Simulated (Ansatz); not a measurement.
The first iterations of a band of C$_{2}$H$_{5}$ClO$_{3}$ (11 atoms, charge 0, multiplicity 1).

All numbers below come from RKS PBE0-D4/6-31G (Ansatz).

| Property | Result |
| --- | --- |
| movable images | 9 |
| climbing image | yes |
| spring | 5.0 eV/Å² |
| optimiser | quadratic models (default) |
| start path | IDPP |
| force threshold | 0.05 eV/Å |
| iteration limit | 35 |
| end points | relaxed |

Image 0:

```xyz
11
Properties=species:S:1:pos:R:3
C -1.184 -0.640 -0.863
O -0.792 0.545 -0.093
C 0.419 0.447 0.557
O 0.504 -0.703 1.299
O 1.540 0.512 -0.277
Cl 0.454 1.990 1.687
H -2.089 -0.336 -1.384
H -1.382 -1.474 -0.189
H -0.400 -0.905 -1.577
H 1.416 -0.859 1.604
H 1.581 1.366 -0.744
```

Image 10:

```xyz
11
Properties=species:S:1:pos:R:3
C -1.433 -0.611 -0.504
O -0.401 0.408 -0.670
C 0.699 0.329 0.118
O 1.245 -0.919 0.152
O 1.625 1.284 -0.191
Cl 0.105 0.740 2.015
H -2.197 -0.349 -1.232
H -1.828 -0.563 0.513
H -1.016 -1.598 -0.709
H 2.032 -0.954 0.725
H 1.234 2.177 -0.198
```

| iteration | highest image above the first end (eV) | largest band force component (eV/Å) |
| --- | --- | --- |
| 1 | 0.183 | 1.344 |
| 2 | 0.024 | 0.372 |

Does the band converge within its limit, and where does its top end?

It converged. It ended after 6 iterations with the highest image 0.015 eV above the first end. A vibrational analysis at the climbing image gives one clearly imaginary mode, 84i cm⁻¹: a first-order saddle point. Limits of this set-up: no polarisation functions.

The run took 4.1 min on 1 thread of Intel(R) Xeon(R) Processor @ 2.70GHz (shared host), peak memory 0.17 GiB.
